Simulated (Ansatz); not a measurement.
Two shapes of singlet SiO₂.

Shape 1:

```xyz
3

O     0.0000    0.0000   -1.6610
Si    0.0000    0.0000    0.0000
O     0.0000    0.0000    1.6610
```

Shape 2:

```xyz
3

O     0.0000    0.0000   -1.5100
Si    0.0000    0.0000    0.0000
O     0.0000    0.0000    1.5100
```

Basis set: def2-SVP (spherical functions). Correlated methods keep 7 orbitals frozen. Charge 0, multiplicity 1.

Computed with Ansatz (development build ahead of 0.2.0); each method stands on the lowest determinant of its kind that the runs found.

Q: Which shape is lower in energy, and by how much in each method?

A:

| method | E(2) − E(1) (eV) |
| --- | --- |
| RHF | -1.551 |
| UHF | -1.551 |
| RHF-MP2 | -0.722 |
| UHF-MP2 | -0.722 |
| UHF-CCSD(T) | -0.736 |

Shape 2 is lower.
